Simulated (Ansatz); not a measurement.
Gas-phase reaction in SMILES: OO (H2O2) [hydrogen peroxide] -> OO (H2O2) as doublet, charge +1 + e-

Quantity: adiabatic ionisation energy (0 K, with zero-point energies), in eV. Conventions: non-relativistic; LANL2DZ all-electron up to Ne; dispersion terms only where a functional's name holds one; 6-31G* and kin with 6d, 5d where marked; UHF or UKS for open shells; 6-311+G** with 5d; no spin-orbit coupling. Ab initio and DFT rows: single points at B3LYP-D3(BJ) geometries (Ansatz, a first-principles code), with unscaled harmonic terms from B3LYP/6-31G* at its own minima.

Measured values: CCCBDB table in ASE; they hold spin-orbit and core effects. 

Value to compare with, the measured value: 10.58 eV.

```tsv
level	program	adiabatic ionisation energy (0 K, with zero-point energies) (eV)	error
B3LYP/STO-3G	Ansatz	7.56	-3.02
B3LYP/3-21G	Ansatz	10.19	-0.39
B3LYP/LANL2DZ	Ansatz	10.69	0.11
B3LYP/6-31G	Ansatz	10.63	0.05
B3LYP/6-31G*	Ansatz	10.21	-0.37
B3LYP/6-31+G*	Ansatz	10.55	-0.03
B3LYP/6-31G**	Ansatz	10.22	-0.36
B3LYP/def2-SVP	Ansatz	10.22	-0.36
B3LYP/cc-pVDZ	Ansatz	10.15	-0.43
B3LYP/6-311+G**	Ansatz	10.61	0.03
B3LYP/def2-TZVPD	Ansatz	10.54	-0.04
```

Among the 10 habitual levels, B3LYP/STO-3G lies farthest from the measured value (-3.02 eV); 3 of 10 lie above it, and their mean absolute error is 0.52 eV, the median 0.36. One case shows no general order.

The sets are all those run for this method; runs whose electronic state is in doubt are left out.
